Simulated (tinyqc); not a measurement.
CCSD on RHF in the sto-3g basis, frozen core, for H2O, spin multiplicity 1, step by step. Computed by tinyqc, a small Python program that keeps every step (integrals from PySCF). Settings: charge = 0, multiplicity = 1, basis = sto-3g, method = RHF, frozen orbitals = 1, energy threshold = 1e-10, iteration cap = 72, orthogonalisation = canonical, start = core, DIIS depth = 6, amplitude equations = CCSD, DIIS depth for amplitudes = 6, cap on updates = 66. Command: `OMP_NUM_THREADS=1 python tinyqc.py 21697 21698 out.jsonl` (the two numbers bound the seeds that draw the settings). One thread of a shared host (Intel(R) Xeon(R) Processor @ 2.60GHz), about 0.2 s of CPU time with the checks. The early iterations of the SCF are left out here.

## One-electron integrals

Geometry (angstrom):
```
atom,x,y,z
O,0.000000,0.000000,0.000000
H,0.000000,0.872000,0.537000
H,0.000000,-0.872000,0.537000
```

Basis sto-3g: exponents (1/bohr^2) and contraction coefficients of normalised primitives:
```
element,l (shell),exponent,coefficient
O,s (1),130.709320,0.154329
O,s (1),23.808861,0.535328
O,s (1),6.443608,0.444635
O,s (2),5.033151,-0.099967
O,s (2),1.169596,0.399513
O,s (2),0.380389,0.700115
O,p (3),5.033151,0.155916
O,p (3),1.169596,0.607684
O,p (3),0.380389,0.391957
H,s (1),3.425251,0.154329
H,s (1),0.623914,0.535328
H,s (1),0.168855,0.444635
```

Overlap, kinetic and nuclear-attraction integrals over the contracted functions; the nuclear repulsion is the sum of Za Zb / Rab.

nuclear repulsion = 8.57112345 hartree

overlap S, lower triangle:
```
,1O 1s,1O 2s,1O 2px,1O 2py,1O 2pz,2H 1s,3H 1s
1O 1s,1.000000
1O 2s,0.236704,1.000000
1O 2px,0.000000,0.000000,1.000000
1O 2py,0.000000,0.000000,0.000000,1.000000
1O 2pz,0.000000,0.000000,0.000000,0.000000,1.000000
2H 1s,0.046030,0.431974,0.000000,0.314499,0.193677,1.000000
3H 1s,0.046030,0.431974,0.000000,-0.314499,0.193677,0.178899,1.000000
```

kinetic energy T (hartree), lower triangle:
```
,1O 1s,1O 2s,1O 2px,1O 2py,1O 2pz,2H 1s,3H 1s
1O 1s,29.003200
1O 2s,-0.168011,0.808128
1O 2px,0.000000,0.000000,2.528731
1O 2py,0.000000,0.000000,0.000000,2.528731
1O 2pz,0.000000,0.000000,0.000000,0.000000,2.528731
2H 1s,-0.006251,0.098847,0.000000,0.200460,0.123449,0.760032
3H 1s,-0.006251,0.098847,0.000000,-0.200460,0.123449,-0.004360,0.760032
```

nuclear attraction V (hartree), lower triangle:
```
,1O 1s,1O 2s,1O 2px,1O 2py,1O 2pz,2H 1s,3H 1s
1O 1s,-61.651917
1O 2s,-7.427704,-10.076472
1O 2px,0.000000,0.000000,-9.931822
1O 2py,0.000000,0.000000,0.000000,-10.086995
1O 2pz,-0.014223,-0.170890,0.000000,0.000000,-9.990670
2H 1s,-1.482651,-3.419094,0.000000,-2.208429,-1.405945,-5.547914
3H 1s,-1.482651,-3.419094,0.000000,2.208429,-1.405945,-1.124719,-5.547914
```

core Hamiltonian H = T + V (hartree), lower triangle:
```
,1O 1s,1O 2s,1O 2px,1O 2py,1O 2pz,2H 1s,3H 1s
1O 1s,-32.648717
1O 2s,-7.595715,-9.268344
1O 2px,0.000000,0.000000,-7.403091
1O 2py,0.000000,0.000000,0.000000,-7.558264
1O 2pz,-0.014223,-0.170890,0.000000,0.000000,-7.461939
2H 1s,-1.488902,-3.320247,0.000000,-2.007969,-1.282497,-4.787882
3H 1s,-1.488902,-3.320247,0.000000,2.007969,-1.282497,-1.129079,-4.787882
```

## Two-electron integrals

Functions are numbered as in S; the eight-fold symmetry (ij|kl) = (ji|kl) = (kl|ij) leaves the list below.

Two-electron integrals (ij|kl) in chemists' order, unique and non-zero (hartree):
```
i,j,k,l,(ij|kl)
1,1,1,1,4.785065
2,1,1,1,0.741380
2,1,2,1,0.136873
2,2,1,1,1.118947
2,2,2,1,0.256633
2,2,2,2,0.817206
3,1,3,1,0.024477
3,2,3,1,0.037809
3,2,3,2,0.180518
3,3,1,1,1.115814
3,3,2,1,0.256684
3,3,2,2,0.817023
3,3,3,3,0.880159
4,1,4,1,0.024477
4,2,4,1,0.037809
4,2,4,2,0.180518
4,3,4,3,0.047444
4,4,1,1,1.115814
4,4,2,1,0.256684
4,4,2,2,0.817023
4,4,3,3,0.785270
4,4,4,4,0.880159
5,1,5,1,0.024477
5,2,5,1,0.037809
5,2,5,2,0.180518
5,3,5,3,0.047444
5,4,5,4,0.047444
5,5,1,1,1.115814
5,5,2,1,0.256684
5,5,2,2,0.817023
5,5,3,3,0.785270
5,5,4,4,0.785270
5,5,5,5,0.880159
6,1,1,1,0.146219
6,1,2,1,0.026771
6,1,2,2,0.049884
6,1,3,3,0.049787
6,1,4,1,0.001052
6,1,4,2,0.001972
6,1,4,4,0.050002
6,1,5,1,0.000648
6,1,5,2,0.001214
6,1,5,4,0.000133
6,1,5,5,0.049869
6,1,6,1,0.005304
6,2,1,1,0.359104
6,2,2,1,0.083409
6,2,2,2,0.294475
6,2,3,3,0.289444
6,2,4,1,0.005336
6,2,4,2,0.040924
6,2,4,4,0.300183
6,2,5,1,0.003286
6,2,5,2,0.025202
6,2,5,4,0.006613
6,2,5,5,0.293517
6,2,6,1,0.016637
6,2,6,2,0.131862
6,3,3,1,0.008686
6,3,3,2,0.050716
6,3,4,3,0.008482
6,3,5,3,0.005223
6,3,6,3,0.018696
6,4,1,1,0.221441
6,4,2,1,0.052095
6,4,2,2,0.196381
6,4,3,3,0.187489
6,4,4,1,0.011604
6,4,4,2,0.076526
6,4,4,4,0.211334
6,4,5,1,0.001797
6,4,5,2,0.015895
6,4,5,4,0.009461
6,4,5,5,0.190099
6,4,6,1,0.010846
6,4,6,2,0.106818
6,4,6,4,0.104227
6,5,1,1,0.136369
6,5,2,1,0.032081
6,5,2,2,0.120936
6,5,3,3,0.115461
6,5,4,1,0.001797
6,5,4,2,0.015895
6,5,4,4,0.119698
6,5,5,1,0.009793
6,5,5,2,0.060504
6,5,5,4,0.011091
6,5,5,5,0.127514
6,5,6,1,0.006679
6,5,6,2,0.065781
6,5,6,4,0.052672
6,5,6,5,0.051133
6,6,1,1,0.501744
6,6,2,1,0.118433
6,6,2,2,0.479807
6,6,3,3,0.460466
6,6,4,1,0.009735
6,6,4,2,0.103201
6,6,4,4,0.502100
6,6,5,1,0.005995
6,6,5,2,0.063554
6,6,5,4,0.025639
6,6,5,5,0.476255
6,6,6,1,0.023828
6,6,6,2,0.271566
6,6,6,4,0.251110
6,6,6,5,0.154640
6,6,6,6,0.774606
7,1,1,1,0.146219
7,1,2,1,0.026771
7,1,2,2,0.049884
7,1,3,3,0.049787
7,1,4,1,-0.001052
7,1,4,2,-0.001972
7,1,4,4,0.050002
7,1,5,1,0.000648
7,1,5,2,0.001214
7,1,5,4,-0.000133
7,1,5,5,0.049869
7,1,6,1,0.005209
7,1,6,2,0.016031
7,1,6,4,0.009568
7,1,6,5,0.006442
7,1,6,6,0.022682
7,1,7,1,0.005304
7,2,1,1,0.359104
7,2,2,1,0.083409
7,2,2,2,0.294475
7,2,3,3,0.289444
7,2,4,1,-0.005336
7,2,4,2,-0.040924
7,2,4,4,0.300183
7,2,5,1,0.003286
7,2,5,2,0.025202
7,2,5,4,-0.006613
7,2,5,5,0.293517
7,2,6,1,0.016031
7,2,6,2,0.103727
7,2,6,4,0.058414
7,2,6,5,0.050167
7,2,6,6,0.171888
7,2,7,1,0.016637
7,2,7,2,0.131862
7,3,3,1,0.008686
7,3,3,2,0.050716
7,3,4,3,-0.008482
7,3,5,3,0.005223
7,3,6,3,0.014110
7,3,7,3,0.018696
7,4,1,1,-0.221441
7,4,2,1,-0.052095
7,4,2,2,-0.196381
7,4,3,3,-0.187489
7,4,4,1,0.011604
7,4,4,2,0.076526
7,4,4,4,-0.211334
7,4,5,1,-0.001797
7,4,5,2,-0.015895
7,4,5,4,0.009461
7,4,5,5,-0.190099
7,4,6,1,-0.009568
7,4,6,2,-0.058414
7,4,6,4,-0.019371
7,4,6,5,-0.027660
7,4,6,6,-0.087333
7,4,7,1,-0.010846
7,4,7,2,-0.106818
7,4,7,4,0.104227
7,5,1,1,0.136369
7,5,2,1,0.032081
7,5,2,2,0.120936
7,5,3,3,0.115461
7,5,4,1,-0.001797
7,5,4,2,-0.015895
7,5,4,4,0.119698
7,5,5,1,0.009793
7,5,5,2,0.060504
7,5,5,4,-0.011091
7,5,5,5,0.127514
7,5,6,1,0.006442
7,5,6,2,0.050167
7,5,6,4,0.027660
7,5,6,5,0.038001
7,5,6,6,0.090604
7,5,7,1,0.006679
7,5,7,2,0.065781
7,5,7,4,-0.052672
7,5,7,5,0.051133
7,6,1,1,0.113418
7,6,2,1,0.026547
7,6,2,2,0.100653
7,6,3,3,0.098591
7,6,4,4,0.100971
7,6,5,1,0.001693
7,6,5,2,0.015095
7,6,5,5,0.102289
7,6,6,1,0.005221
7,6,6,2,0.043295
7,6,6,4,0.030474
7,6,6,5,0.024300
7,6,6,6,0.089665
7,6,7,1,0.005221
7,6,7,2,0.043295
7,6,7,4,-0.030474
7,6,7,5,0.024300
7,6,7,6,0.017269
7,7,1,1,0.501744
7,7,2,1,0.118433
7,7,2,2,0.479807
7,7,3,3,0.460466
7,7,4,1,-0.009735
7,7,4,2,-0.103201
7,7,4,4,0.502100
7,7,5,1,0.005995
7,7,5,2,0.063554
7,7,5,4,-0.025639
7,7,5,5,0.476255
7,7,6,1,0.022682
7,7,6,2,0.171888
7,7,6,4,0.087333
7,7,6,5,0.090604
7,7,6,6,0.300834
7,7,7,1,0.023828
7,7,7,2,0.271566
7,7,7,4,-0.251110
7,7,7,5,0.154640
7,7,7,6,0.089665
7,7,7,7,0.774606
```

## Orthogonalisation

S = U s U^T; canonical form X = U s^(-1/2), so that X^T S X = 1. Each column of U has its largest component positive (the first on a tie).

eigenvalues of S: 0.388854  0.456876  0.896727  1.000000  1.082096  1.364225  1.811221

X:
```
,1,2,3,4,5,6,7
1O 1s,-0.329569,0.000000,0.748732,0.000000,-0.607757,0.000000,0.174839
1O 2s,1.125420,0.000000,-0.258924,0.000000,-0.265729,0.000000,0.452563
1O 2px,0.000000,0.000000,0.000000,1.000000,0.000000,0.000000,0.000000
1O 2py,0.000000,0.937343,0.000000,0.000000,0.000000,0.662399,0.000000
1O 2pz,0.447355,0.000000,0.653333,0.000000,0.666514,0.000000,0.180035
2H 1s,-0.705813,-0.809372,-0.174186,0.000000,0.141262,0.383566,0.377041
3H 1s,-0.705813,0.809372,-0.174186,0.000000,0.141262,-0.383566,0.377041
```

## Iteration 8 (converged): orbitals

converged F (hartree), lower triangle:
```
,1O 1s,1O 2s,1O 2px,1O 2py,1O 2pz,2H 1s,3H 1s
1O 1s,-20.221163
1O 2s,-5.159465,-2.413896
1O 2px,0.000000,0.000000,-0.376813
1O 2py,0.000000,0.000000,0.000000,-0.277990
1O 2pz,-0.026991,-0.087205,0.000000,0.000000,-0.302172
2H 1s,-1.019769,-0.908910,0.000000,-0.400644,-0.303939,-0.485815
3H 1s,-1.019769,-0.908910,0.000000,0.400644,-0.303939,-0.275455,-0.485815
```

Diagonalise F' = X^T F X, C = X C', fill 5 alpha and 5 beta electrons from the bottom; D = 2 C_occ C_occ^T. Each column has its largest component positive (the first on a tie).

F' = X^T F X (hartree), lower triangle:
```
,1,2,3,4,5,6,7
1,-0.002244
2,0.000000,0.695957
3,1.885139,0.000000,-9.163033
4,0.000000,0.000000,0.000000,-0.376813
5,-1.393626,0.000000,8.748626,0.000000,-9.045668
6,0.000000,0.099512,0.000000,0.000000,0.000000,-0.591044
7,0.324192,0.000000,-4.166510,0.000000,4.272804,0.000000,-3.142965
```

orbital energies (hartree): MO1 -20.229786, MO2 -1.223034, MO3 -0.598693, MO4 -0.414714, MO5 -0.376813, MO6 0.513624, MO7 0.703606

coefficients C:
```
,MO1,MO2,MO3,MO4,MO5,MO6,MO7
1O 1s,0.994254,-0.236102,0.000000,0.092260,0.000000,-0.127890,0.000000
1O 2s,0.025407,0.858926,0.000000,-0.479727,0.000000,0.800312,0.000000
1O 2px,0.000000,0.000000,0.000000,0.000000,1.000000,0.000000,0.000000
1O 2py,0.000000,0.000000,0.588614,0.000000,0.000000,0.000000,0.985351
1O 2pz,0.003392,0.097092,0.000000,0.800274,0.000000,0.673607,0.000000
2H 1s,-0.005332,0.155655,0.444466,0.289352,0.000000,-0.763313,-0.777596
3H 1s,-0.005332,0.155655,-0.444466,0.289352,0.000000,-0.763313,0.777596
```

D after iteration 8, lower triangle:
```
,1O 1s,1O 2s,1O 2px,1O 2py,1O 2pz,2H 1s,3H 1s
1O 1s,2.105595
1O 2s,-0.443585,1.937074
1O 2px,0.000000,0.000000,2.000000
1O 2py,0.000000,0.000000,0.000000,0.692934
1O 2pz,0.108565,-0.600866,0.000000,0.000000,1.299755
2H 1s,-0.030712,-0.010499,0.000000,0.523238,0.493312,0.611064
3H 1s,-0.030712,-0.010499,0.000000,-0.523238,0.493312,-0.179137,0.611064
```

## Convergence

Stop when the energy changes by less than 1e-10 hartree and every element of the error matrix X^T (F D S - S D F) X is below 3e-06.

Course of the cycle:
```
iteration,E (hartree),change,largest element of the error matrix
1,-73.28005475,-,9.32e-01
2,-74.92196859,-1.64e+00,1.72e-01
3,-74.94907702,-2.71e-02,3.32e-02
4,-74.95057920,-1.50e-03,6.77e-03
5,-74.95066906,-8.99e-05,1.79e-03
6,-74.95067516,-6.10e-06,1.33e-04
7,-74.95067519,-3.08e-08,4.70e-07
8,-74.95067519,-5.68e-14,1.63e-08
```

PySCF RHF in the same basis = -74.95067519 hartree

Converged in 8 iterations.

## Integrals over molecular orbitals

(pq|rs) = sum C_ip C_jq C_kr C_ls (ij|kl), one index at a time.

one-electron integrals over orbitals h = C^T H C (hartree), lower triangle:
```
,1,2,3,4,5,6,7
1,-32.631423
2,0.565387,-7.596178
3,0.000000,0.000000,-6.165576
4,-0.205881,0.462811,0.000000,-6.882490
5,0.000000,0.000000,0.000000,0.000000,-7.403091
6,0.296407,-1.308804,0.000000,-1.128244,0.000000,-5.208601
7,0.000000,0.000000,-1.775345,0.000000,0.000000,0.000000,-5.609009
```

Two-electron integrals over orbitals (pq|rs), unique and non-zero (hartree); the lowest 1 orbital is frozen and left out:
```
p,q,r,s,(pq|rs)
2,2,2,2,0.720203
3,2,3,2,0.139518
3,3,2,2,0.624724
3,3,3,3,0.609773
4,2,2,2,-0.009909
4,2,3,3,0.005581
4,2,4,2,0.129227
4,3,3,2,0.025776
4,3,4,3,0.048094
4,4,2,2,0.679779
4,4,3,3,0.583505
4,4,4,2,-0.103780
4,4,4,4,0.766442
5,2,5,2,0.147406
5,3,5,3,0.027126
5,4,5,2,-0.042703
5,4,5,4,0.051890
5,5,2,2,0.749797
5,5,3,3,0.611250
5,5,4,2,-0.069646
5,5,4,4,0.722886
5,5,5,5,0.880159
6,2,2,2,0.135496
6,2,3,3,0.065205
6,2,4,2,0.026045
6,2,4,4,0.085978
6,2,5,5,0.152772
6,2,6,2,0.096622
6,3,3,2,-0.047715
6,3,4,3,-0.034285
6,3,6,3,0.081621
6,4,2,2,0.106258
6,4,3,3,0.042065
6,4,4,2,-0.024993
6,4,4,4,0.121519
6,4,5,5,0.123501
6,4,6,2,0.064690
6,4,6,4,0.072722
6,5,5,2,0.058079
6,5,5,4,0.001020
6,5,6,5,0.036761
6,6,2,2,0.589987
6,6,3,3,0.554465
6,6,4,2,0.057089
6,6,4,4,0.537916
6,6,5,5,0.571488
6,6,6,2,0.085640
6,6,6,4,0.044851
6,6,6,6,0.578324
7,2,3,2,0.048981
7,2,4,3,-0.028911
7,2,6,3,0.032165
7,2,7,2,0.065753
7,3,2,2,0.155753
7,3,3,3,0.090420
7,3,4,2,-0.069561
7,3,4,4,0.162049
7,3,5,5,0.197906
7,3,6,2,0.076004
7,3,6,4,0.081301
7,3,6,6,0.039036
7,3,7,3,0.151925
7,4,3,2,-0.071093
7,4,4,3,-0.002015
7,4,6,3,0.049963
7,4,7,2,-0.017887
7,4,7,4,0.064965
7,5,5,3,0.024012
7,5,7,5,0.025616
7,6,3,2,0.098503
7,6,4,3,0.053616
7,6,6,3,-0.074639
7,6,7,2,-0.003401
7,6,7,4,-0.057059
7,6,7,6,0.120046
7,7,2,2,0.620527
7,7,3,3,0.597197
7,7,4,2,-0.020082
7,7,4,4,0.604234
7,7,5,5,0.625431
7,7,6,2,0.067410
7,7,6,4,0.046963
7,7,6,6,0.553672
7,7,7,3,0.104783
7,7,7,7,0.615328
```

## CCSD: starting amplitudes

t_ij^ab = <ij||ab> / (e_i + e_j - e_a - e_b), whose energy is MP2.

Starting amplitudes (spin orbitals 1a, 1b, ...; amplitudes related by a flip of all spins are not repeated):
```
from,to,t
3a 3b,7a 7b,-0.058330
4a 4b,6a 6b,-0.039168
3a 3b,6a 6b,-0.036690
3a 4b,6b 7a,0.036447
4a 4b,7a 7b,-0.029046
2a 2b,6a 6b,-0.027818
2a 3b,6a 7b,-0.025010
2a 4b,6a 6b,-0.024274
3a 4b,6a 7b,-0.022399
5a 5b,6a 6b,-0.020642
2a 2b,7a 7b,-0.017064
2a 3a,6a 7a,-0.014426
3a 4a,6a 7a,0.014049
5a 5b,7a 7b,-0.011855
2a 3b,6b 7a,0.010584
2a 4b,7a 7b,0.005874
```

correlation energy = -0.03960740 hartree

## CCSD: amplitude update 1

t_i^a D_i^a and t_ij^ab D_ij^ab are set to the remaining terms of the spin-orbital equations, evaluated with the old amplitudes; for the doubles these are <ij||ab> + 1/2 <ab||ef> t_ij^ef + 1/2 <mn||ij> t_mn^ab + P(ij)P(ab) <mb||ej> t_im^ae + terms in t^2 + terms with t1, D the orbital-energy denominators.

Amplitudes after update 1 (spin orbitals 1a, 1b, ...; amplitudes related by a flip of all spins are not repeated):
```
from,to,t
3a 3b,7a 7b,-0.073630
4a 4b,6a 6b,-0.050446
3a 3b,6a 6b,-0.049728
3a 4b,6b 7a,0.047650
4a 4b,7a 7b,-0.037980
2a 4b,6a 6b,-0.033801
3a 4b,6a 7b,-0.033654
2a 3b,6a 7b,-0.031612
2a 2b,6a 6b,-0.031359
5a 5b,6a 6b,-0.025485
2a 2b,7a 7b,-0.019007
2a 3b,6b 7a,0.017054
2a 3a,6a 7a,-0.014559
3a 4a,6a 7a,0.013996
5a 5b,7a 7b,-0.013042
4a,6a,-0.008311
2a 4b,7a 7b,0.005562
3a,7a,-0.002746
2a,6a,-0.000993
```

correlation energy = -0.05065756 hartree

## CCSD: convergence

E_corr = 1/4 sum <ij||ab> t_ij^ab + 1/2 sum <ij||ab> t_i^a t_j^b; stop when the norm of the change is below 1e-8.

Course of the amplitude iterations:
```
update,correlation energy (hartree),norm of the change
0,-0.03960740,-
1,-0.05065756,7.87e-02
2,-0.05431233,3.12e-02
3,-0.05669135,1.39e-02
4,-0.05670725,2.30e-03
5,-0.05672018,4.52e-04
6,-0.05671981,3.88e-05
7,-0.05672012,1.05e-05
8,-0.05672010,1.65e-06
9,-0.05672010,3.34e-07
10,-0.05672010,1.07e-07
11,-0.05672010,1.40e-08
12,-0.05672010,3.90e-09
```

Converged amplitudes (spin orbitals 1a, 1b, ...; amplitudes related by a flip of all spins are not repeated):
```
from,to,t
3a 3b,7a 7b,-0.081318
4a 4b,6a 6b,-0.061391
3a 3b,6a 6b,-0.055903
3a 4b,6b 7a,0.055215
3a 4b,6a 7b,-0.044196
4a 4b,7a 7b,-0.044107
2a 4b,6a 6b,-0.039830
2a 3b,6a 7b,-0.033235
2a 2b,6a 6b,-0.032072
5a 5b,6a 6b,-0.027668
2a 3b,6b 7a,0.021256
4a,6a,-0.021243
2a 2b,7a 7b,-0.018725
5a 5b,7a 7b,-0.012090
2a 3a,6a 7a,-0.011979
3a 4a,6a 7a,0.011019
2a 4b,7a 7b,0.004304
3a,7a,-0.002420
2a,6a,-0.000134
```

CCSD total energy = -75.00739529 hartree

T1 diagnostic, norm of the one-spin t1 over sqrt(correlated electrons) = 0.007559

Converged in 12 updates, with DIIS from the third.
